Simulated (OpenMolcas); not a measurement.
# A workflow on BH3S (SMILES BS)

Aim: the energy (HF/STO-3G), then the energy (CASSCF(2,2)/STO-3G), then the energy (CASPT2(2,2)/STO-3G), then the energy (SC-NEVPT2(2,2)/STO-3G), then a single-point energy (MRCI(2,2)/STO-3G) of BH3S. 

Program for the calculation: OpenMolcas 26.06.

1 further run of the same task is left out (set aside as unsound or not needed).

### Step 1. The molecule

BH3S: 5 atoms, total charge 0, spin state singlet. As SMILES, `BS`. One bond was lengthened or shortened from a relaxed shape.

Bond lengths: B1–S2 2.206 Å, B1–H3 1.192 Å, B1–H4 1.190 Å, S2–H5 1.344 Å. Angles: B1–S2–H5 99.2°, S2–B1–H3 115.8°, S2–B1–H4 121.4°, H3–B1–H4 122.7°.

### Step 2. The energy at HF/STO-3G (run 1)

File step1.inp:

```
* BH3S Hartree-Fock

&GATEWAY
  BasLib
  $CurrDir
  Coord
  5
  angstrom
  B       -0.530536      -0.835432       0.148694
  S        0.161700       1.236900      -0.154300
  H       -1.701336      -0.970832       0.324794
  H        0.228664      -1.752032       0.134794
  H        1.476100       1.004400      -0.313600
  Basis
  STO-3G
  Group
  NoSym

&SEWARD

&SCF
  PrOrbitals
  1 1
```

The basis set STO-3G is read from a file made from the Basis Set Exchange's data (not shown).

On the command line:

```sh
export MOLCAS_MEM=1860
pymolcas step1.inp > step1.log
```

Output:

```text
--- Start Module: gateway ---
[...]
--- Stop Module: gateway /rc=_RC_ALL_IS_WELL_ ---
--- Start Module: seward ---
[...]
      Basis functions           17
--- Stop Module: seward /rc=_RC_ALL_IS_WELL_ ---
--- Start Module: scf ---
[...]
       Convergence after   9 Iterations
[...]
::    Total SCF energy                               -419.2230327124
[...]
      Total spin, S                                     0.0000000000
[...]
      Total electronic charge=   24.000000
      Total            charge=   -0.000000
[...]
      Dipole Moment (debye):
      Origin of the operator (angstrom)=   -0.0145    0.6220   -0.0685
                   X=  3.6926E-01               Y= -1.1889E+00               Z=  6.7389E-02           Total=  1.2468E+00
      Quadrupole Moment (debye*angstrom):
[...]
--- Stop Module: scf /rc=_RC_ALL_IS_WELL_ ---
[...]
```

Run time: 1.3 s. Hardware: 1 thread of Arm Neoverse V2, shared host; peak memory 0.37 GiB.

### Step 3. A single-point energy at CASSCF(2,2)/STO-3G (run 2)

File step2.inp:

```
&GATEWAY
  BasLib=$CurrDir
  Coord
  5
  angstrom
  B       -0.530536      -0.835432       0.148694
  S        0.161700       1.236900      -0.154300
  H       -1.701336      -0.970832       0.324794
  H        0.228664      -1.752032       0.134794
  H        1.476100       1.004400      -0.313600
  Basis=STO-3G
  Group=NoSym

&SEWARD

&RASSCF
  FileOrb=$CurrDir/step1.ScfOrb
  Spin=1
  Nactel=2 0 0
  Inactive=11
  Ras2=2
  OrbListing=Nothing
  OrbAppear=Compact
```

The basis set STO-3G is read from a file made from the Basis Set Exchange's data (not shown).

On the command line:

```sh
export MOLCAS_MEM=1860
pymolcas step2.inp > step2.log
```

Output:

```text
--- Start Module: gateway ---
[...]
--- Stop Module: gateway /rc=_RC_ALL_IS_WELL_ ---
--- Start Module: seward ---
[...]
      Basis functions           17
--- Stop Module: seward /rc=_RC_ALL_IS_WELL_ ---
--- Start Module: rasscf ---
[...]
      Number of active orbitals                  2
[...]
      Spin quantum number                      0.0
[...]
      Active orbitals                            2
[...]
      Number of CSFs                             3
[...]
      Number of root(s) required                 1
[...]
      Convergence after 47 iterations
[...]
      printout of CI-coefficients larger than  0.05 for root  1
      energy=    -419.249287
      conf/sym  11     Coeff  Weight
             1  20   0.98355 0.96736
             3  02  -0.18066 0.03264
      Natural orbitals and occupation numbers for root  1
      sym 1:   1.934723   0.065277
      ************************************************************************************************************************
      *                                                    Final results                                                     *
[...]
::    RASSCF root number  1 Total energy:   -419.24928713
[...]
      Total electronic charge=   24.000000
      Total            charge=   -0.000000
[...]
      Dipole Moment (debye):
      Origin of the operator (angstrom)=   -0.0145    0.6220   -0.0685
                   X=  4.9502E-01               Y= -8.6399E-01               Z=  1.7473E-02           Total=  9.9591E-01
      Quadrupole Moment (debye*angstrom):
[...]
--- Stop Module: rasscf /rc=_RC_ALL_IS_WELL_ ---
[...]
```

Wall time 2.1 s (1 thread of Arm Neoverse V2, shared host); peak memory 0.37 GiB.

### Step 4. A single-point energy at CASPT2(2,2)/STO-3G (run 3)

File step3.inp:

```
>>> EXPORT MOLCAS_PRINT=2

&GATEWAY
 BasLib
 $CurrDir
 Coord
 5
 angstrom
 B       -0.530536      -0.835432       0.148694
 S        0.161700       1.236900      -0.154300
 H       -1.701336      -0.970832       0.324794
 H        0.228664      -1.752032       0.134794
 H        1.476100       1.004400      -0.313600
 Basis
 STO-3G
 Group
 NoSym

&SEWARD

&RASSCF
 FileOrb
 $CurrDir/step2.RasOrb
 Spin
 1
 Nactel
 2 0 0
 Inactive
 11
 Ras2
 2
 OrbListing
 Nothing
 OrbAppear
 Compact

&CASPT2
 Imaginary
 0.1
 Frozen
 6
```

The basis set STO-3G is read from a file made from the Basis Set Exchange's data (not shown).

On the command line:

```sh
export MOLCAS_MEM=1860
pymolcas step3.inp > step3.log
```

Output:

```text
--- Start Module: gateway ---
[...]
--- Stop Module: gateway /rc=_RC_ALL_IS_WELL_ ---
[...]
      Basis functions           17
[...]
--- Start Module: rasscf ---
[...]
      Number of active orbitals                  2
[...]
      Spin quantum number                      0.0
[...]
      Active orbitals                            2
[...]
      Number of CSFs                             3
[...]
      Number of root(s) required                 1
[...]
      Convergence after  4 iterations
[...]
      printout of CI-coefficients larger than  0.05 for root  1
      energy=    -419.249287
      conf/sym  11     Coeff  Weight
             1  20   0.98355 0.96736
             3  02  -0.18066 0.03264
      Natural orbitals and occupation numbers for root  1
      sym 1:   1.934723   0.065277
      ************************************************************************************************************************
      *                                                    Final results                                                     *
[...]
::    RASSCF root number  1 Total energy:   -419.24928713
[...]
      Total electronic charge=   24.000000
      Total            charge=   -0.000000
[...]
      Dipole Moment (debye):
      Origin of the operator (angstrom)=   -0.0145    0.6220   -0.0685
                   X=  4.9502E-01               Y= -8.6400E-01               Z=  1.7488E-02           Total=  9.9592E-01
      Quadrupole Moment (debye*angstrom):
[...]
--- Stop Module: rasscf /rc=_RC_ALL_IS_WELL_ ---
--- Start Module: caspt2 ---
[...]
      E2 (Variational):          -0.0486402923
      Total energy:            -419.2979274270
[...]
      Reference weight:           0.97655
[...]
::    CASPT2 Root  1     Total energy:   -419.29792743
[...]
--- Stop Module: caspt2 /rc=_RC_ALL_IS_WELL_ ---
[...]
```

Wall time 1.4 s (1 thread of Arm Neoverse V2, shared host); peak memory 0.37 GiB.

### Step 5. A single-point energy at SC-NEVPT2(2,2)/STO-3G (run 4)

File step4.input:

```
&gateway
  baslib = $CurrDir
  coord
  5
  angstrom
  B       -0.530536      -0.835432       0.148694
  S        0.161700       1.236900      -0.154300
  H       -1.701336      -0.970832       0.324794
  H        0.228664      -1.752032       0.134794
  H        1.476100       1.004400      -0.313600
  basis = STO-3G
  group = NoSym

&seward

&rasscf
  fileorb = $CurrDir/step2.RasOrb
  spin = 1
  nactel = 2 0 0
  inactive = 11
  ras2 = 2
  orblisting = Nothing
  orbappear = Compact

&caspt2
  sc-nevpt2
  frozen = 6
```

The basis set STO-3G is read from a file made from the Basis Set Exchange's data (not shown).

On the command line:

```sh
export MOLCAS_MEM=1860
pymolcas step4.input > step4.log
```

Output:

```text
--- Start Module: gateway ---
[...]
--- Stop Module: gateway /rc=_RC_ALL_IS_WELL_ ---
[...]
      Basis functions           17
[...]
--- Start Module: rasscf ---
[...]
      Number of active orbitals                  2
[...]
      Spin quantum number                      0.0
[...]
      Active orbitals                            2
[...]
      Number of CSFs                             3
[...]
      Number of root(s) required                 1
[...]
      Convergence after  4 iterations
[...]
      printout of CI-coefficients larger than  0.05 for root  1
      energy=    -419.249287
      conf/sym  11     Coeff  Weight
             1  20   0.98355 0.96736
             3  02  -0.18066 0.03264
      Natural orbitals and occupation numbers for root  1
      sym 1:   1.934723   0.065277
      ************************************************************************************************************************
      *                                                    Final results                                                     *
[...]
::    RASSCF root number  1 Total energy:   -419.24928713
[...]
      Total electronic charge=   24.000000
      Total            charge=   -0.000000
[...]
      Dipole Moment (debye):
      Origin of the operator (angstrom)=   -0.0145    0.6220   -0.0685
                   X=  4.9502E-01               Y= -8.6400E-01               Z=  1.7488E-02           Total=  9.9592E-01
      Quadrupole Moment (debye*angstrom):
[...]
--- Stop Module: rasscf /rc=_RC_ALL_IS_WELL_ ---
--- Start Module: caspt2 ---
[...]
      E2 (Variational):          -0.0496964925
[...]
      E2 (Variational):          -0.0496586949
      Total energy:            -419.2989458296
[...]
      Reference weight:           0.97484
[...]
::    SC-NEVPT2 Root  1     Total energy:   -419.29894583
[...]
--- Stop Module: caspt2 /rc=_RC_ALL_IS_WELL_ ---
[...]
```

Wall time 1.4 s (1 thread of Arm Neoverse V2, shared host); peak memory 0.37 GiB.

### Step 6. A single-point energy at MRCI(2,2)/STO-3G (run 5)

File step5.inp:

```
>>> EXPORT MOLCAS_PRINT=2

&gateway
  baslib = $CurrDir
  coord
  5
  angstrom
  B       -0.530536      -0.835432       0.148694
  S        0.161700       1.236900      -0.154300
  H       -1.701336      -0.970832       0.324794
  H        0.228664      -1.752032       0.134794
  H        1.476100       1.004400      -0.313600
  basis = STO-3G
  group = NoSym

&seward

&rasscf
  fileorb = $CurrDir/step2.RasOrb
  spin = 1
  nactel = 2 0 0
  inactive = 11
  ras2 = 2
  orblisting = Nothing
  orbappear = Compact

&motra
  lumorb
  frozen = 6

&guga
  electrons = 12
  spin = 1
  inactive = 5
  active = 2
  ciall = 1

&mrci
  sdci
```

The basis set STO-3G is read from a file made from the Basis Set Exchange's data (not shown).

On the command line:

```sh
export MOLCAS_MEM=1860
pymolcas step5.inp > step5.log
```

Output:

```text
--- Start Module: gateway ---
[...]
--- Stop Module: gateway /rc=_RC_ALL_IS_WELL_ ---
[...]
      Basis functions           17
[...]
      Number of active orbitals                  2
[...]
      Spin quantum number                      0.0
[...]
      Active orbitals                            2
[...]
      Number of CSFs                             3
[...]
      Number of root(s) required                 1
[...]
      Convergence after  4 iterations
[...]
      printout of CI-coefficients larger than  0.05 for root  1
      energy=    -419.249287
      conf/sym  11     Coeff  Weight
             1  20   0.98355 0.96736
             3  02  -0.18066 0.03264
      Natural orbitals and occupation numbers for root  1
      sym 1:   1.934723   0.065277
      ************************************************************************************************************************
      *                                                    Final results                                                     *
[...]
::    RASSCF root number  1 Total energy:   -419.24928713
[...]
      Dipole Moment (debye):
      Origin of the operator (angstrom)=   -0.0145    0.6220   -0.0685
                   X=  4.9502E-01               Y= -8.6400E-01               Z=  1.7488E-02           Total=  9.9592E-01
      Quadrupole Moment (debye*angstrom):
[...]
--- Start Module: guga ---
[...]
--- Stop Module: guga /rc=_RC_ALL_IS_WELL_ ---
[...]
       (But an ACPF correction will be computed)
       USE THE DEFAULT ACPF G-VALUE GFAC=  0.16666666666666666
[...]
                      CI ENERGY:  -419.32087668
[...]
                ACPF CORRECTION:    -0.00430089
[...]
      Total electronic charge=   24.000000
      Total            charge=   -0.000000
[...]
     ACPF CORRECTION:     -0.00430089
[...]
  CI State   1     Total energy:   -419.32087668     QDav:     -0.00522384     QACPF:     -0.00430089
[...]
```

Wall time 1.5 s (1 thread of Arm Neoverse V2, shared host); peak memory 0.37 GiB.

### Step 7. Summary of results

| quantity | value |
| --- | --- |
| run 1, HF/STO-3G: total energy | -419.22303 Eh |
| run 1, HF/STO-3G: dipole moment | 1.25 D |
| run 1, HF/STO-3G: HOMO energy | -6.97 eV |
| run 1, HF/STO-3G: LUMO energy | 6.25 eV |
| run 1, HF/STO-3G: HOMO–LUMO gap | 13.22 eV |
| run 2, CASSCF(2,2)/STO-3G | no result (a known fault or a wrong state: its values are left out) |
| run 3, CASPT2(2,2)/STO-3G | no result (a known fault or a wrong state: its values are left out) |
| run 4, SC-NEVPT2(2,2)/STO-3G | no result (a known fault or a wrong state: its values are left out) |
| run 5, MRCI(2,2)/STO-3G | no result (a known fault or a wrong state: its values are left out) |

4 of the 5 runs ended normally but are set aside, since settings or state are in doubt.
